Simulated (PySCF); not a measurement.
C$_{4}$H$_{5}$N, charge -1, doublet, geometry from GFN2-xTB of the parent state (a state made from the parent by changing its charge; the spin is typed, not shown lowest) (a gas-phase anion, which may not be bound at this level); DF-M062X/pcseg-1 (PySCF).

The PySCF input:
```python
from pyscf import gto, scf, dft

mol = gto.M(
    atom='''
C    -0.09069040   -1.14311339    0.47325266
C    -1.15216424   -0.34005161    0.23457278
C    -0.67499638    0.88543262   -0.32672686
N     0.71043910    0.77413531   -0.61033352
C     1.12254364   -0.38214900    0.11911854
H    -0.07267688   -2.13288630    0.88218847
H    -2.19048226   -0.55092279    0.40676778
H    -1.16843698    1.83898066   -0.33881735
H     1.26577454    1.61382546   -0.47662462
H     1.96459216   -0.30865605    0.79751756
''',
    basis='pcseg-1',
    charge=-1,
    spin=1,
    verbose=4,
)

mf = dft.ROKS(mol)
mf.xc = 'm062x'
mf = mf.density_fit(auxbasis='def2-universal-jkfit')
mf.kernel()
```

The log (banner, timings and long lists left out):

```
PySCF version 2.14.0

[INPUT] verbose = 4
[INPUT] num. atoms = 10
[INPUT] num. electrons = 37
[INPUT] charge = -1
[INPUT] spin (= nelec alpha-beta = 2S) = 1
[INPUT] symmetry False subgroup None
[INPUT] Mole.unit = angstrom
[INPUT] Symbol           X                Y                Z      unit          X                Y                Z       unit  Magmom
[INPUT]  1 C     -0.090690400000  -1.143113390000   0.473252660000 AA   -0.171380018127  -2.160171236423   0.894317915122 Bohr   0.0
[INPUT]  2 C     -1.152164240000  -0.340051610000   0.234572780000 AA   -2.177274864118  -0.642604411117   0.443278310478 Bohr   0.0
[INPUT]  3 C     -0.674996380000   0.885432620000  -0.326726860000 AA   -1.275558293273   1.673225153556  -0.617424282939 Bohr   0.0
[INPUT]  4 N      0.710439100000   0.774135310000  -0.610333520000 AA    1.342535327182   1.462903719255  -1.153363197442 Bohr   0.0
[INPUT]  5 C      1.122543640000  -0.382149000000   0.119118540000 AA    2.121300042472  -0.722156948776   0.225101416958 Bohr   0.0
[INPUT]  6 H     -0.072676880000  -2.132886300000   0.882188470000 AA   -0.137339398788  -4.030570961837   1.667094598549 Bohr   0.0
[INPUT]  7 H     -2.190482260000  -0.550922790000   0.406767780000 AA   -4.139411552118  -1.041093188881   0.768679700497 Bohr   0.0
[INPUT]  8 H     -1.168436980000   1.838980660000  -0.338817350000 AA   -2.208025886014   3.475169795772  -0.640271997751 Bohr   0.0
[INPUT]  9 H      1.265774540000   1.613825460000  -0.476624620000 AA    2.391967216047   3.049688132250  -0.900689996025 Bohr   0.0
[INPUT] 10 H      1.964592160000  -0.308656050000   0.797517560000 AA    3.712541128868  -0.583275401190   1.507089767931 Bohr   0.0

nuclear repulsion = 158.099271286707
number of shells = 25
number of NR pGTOs = 160
number of NR cGTOs = 95
basis = pcseg-1
ecp = {}

******** <class 'pyscf.df.df_jk.DFROKS'> ********
method = DFROKS
initial guess = minao
damping factor = 0
level_shift factor = 0
DIIS = <class 'pyscf.scf.diis.CDIIS'>
diis_start_cycle = 1
diis_space = 8
diis_damp = 0
SCF conv_tol = 1e-09
SCF conv_tol_grad = None
SCF max_cycles = 50
direct_scf = False
num. doubly occ = 18  num. singly occ = 1
XC library pyscf.dft.libxc version 7.1.2
    S. Lehtola, C. Steigemann, M. J. T. Oliveira, and M. A. L. Marques,  SoftwareX 7, 1–5 (2018)
XC functionals = m062x
    Y. Zhao and D. G. Truhlar,  Theor. Chem. Acc. 120, 215 (2008)
    Y. Zhao and D. G. Truhlar,  Theor. Chem. Acc. 120, 215 (2008)
radial grids:
    Treutler-Ahlrichs [JCP 102, 346 (1995); DOI:10.1063/1.469408] (M4) radial grids

becke partition: Becke, JCP 88, 2547 (1988); DOI:10.1063/1.454033
pruning grids: <function nwchem_prune>
grids dens level: 3
symmetrized grids: False
atomic radii adjust function: <function treutler_atomic_radii_adjust>
small_rho_cutoff = 0
Set gradient conv threshold to 3.16228e-05
tot grids = 119416
******** <class 'pyscf.df.df.DF'> ********
auxbasis = def2-universal-jkfit
init E= -210.934658533834
  HOMO = -0.0600220238461207  LUMO = 0.0175373867148698  gap/eV = 2.11050
cycle= 1 E= -209.868416353993  delta_E= 1.07  |g|= 0.419  |ddm|= 2.49
  HOMO = 0.241785067724082  LUMO = 0.255803769158879  gap/eV = 0.38147
cycle= 2 E= -209.877248774836  delta_E= -0.00883  |g|= 0.416  |ddm|= 1.44
  HOMO = 0.181489333196662  LUMO = 0.252200908147636  gap/eV = 1.92416
cycle= 3 E= -209.925236652418  delta_E= -0.048  |g|= 0.0603  |ddm|= 0.866
  HOMO = 0.178904825608355  LUMO = 0.252112316680002  gap/eV = 1.99208
cycle= 4 E= -209.925601176656  delta_E= -0.000365  |g|= 0.0515  |ddm|= 0.128
  HOMO = 0.179341922128924  LUMO = 0.253364434707549  gap/eV = 2.01426
cycle= 5 E= -209.926405258529  delta_E= -0.000804  |g|= 0.00533  |ddm|= 0.07
  HOMO = 0.17964776593245  LUMO = 0.253258651625225  gap/eV = 2.00305
cycle= 6 E= -209.92641800749  delta_E= -1.27e-05  |g|= 0.00202  |ddm|= 0.013
  HOMO = 0.179605892360934  LUMO = 0.253268806431004  gap/eV = 2.00447
cycle= 7 E= -209.926419771761  delta_E= -1.76e-06  |g|= 0.000848  |ddm|= 0.00396
  HOMO = 0.179630428417564  LUMO = 0.253273862792973  gap/eV = 2.00394
cycle= 8 E= -209.926420412213  delta_E= -6.4e-07  |g|= 0.000256  |ddm|= 0.0032
  HOMO = 0.179610663287851  LUMO = 0.253267935080881  gap/eV = 2.00432
cycle= 9 E= -209.926420550495  delta_E= -1.38e-07  |g|= 0.000108  |ddm|= 0.00173
  HOMO = 0.179615934281002  LUMO = 0.25327538952351  gap/eV = 2.00438
cycle= 10 E= -209.926420580288  delta_E= -2.98e-08  |g|= 8.3e-05  |ddm|= 0.000777
  HOMO = 0.179608324959067  LUMO = 0.253272205082526  gap/eV = 2.00450
cycle= 11 E= -209.926420590045  delta_E= -9.76e-09  |g|= 4.16e-05  |ddm|= 0.000462
  HOMO = 0.179607815209801  LUMO = 0.253271177790323  gap/eV = 2.00448
cycle= 12 E= -209.926420593109  delta_E= -3.06e-09  |g|= 1.29e-05  |ddm|= 0.000327
  HOMO = 0.1796063477757  LUMO = 0.25327070936579  gap/eV = 2.00451
cycle= 13 E= -209.926420593428  delta_E= -3.19e-10  |g|= 4.16e-06  |ddm|= 0.000133
  HOMO = 0.179607223663089  LUMO = 0.253270765039244  gap/eV = 2.00449
Extra cycle  E= -209.926420593431  delta_E= -2.44e-12  |g|= 4.59e-06  |ddm|= 1.55e-05
converged SCF energy = -209.926420593431
```
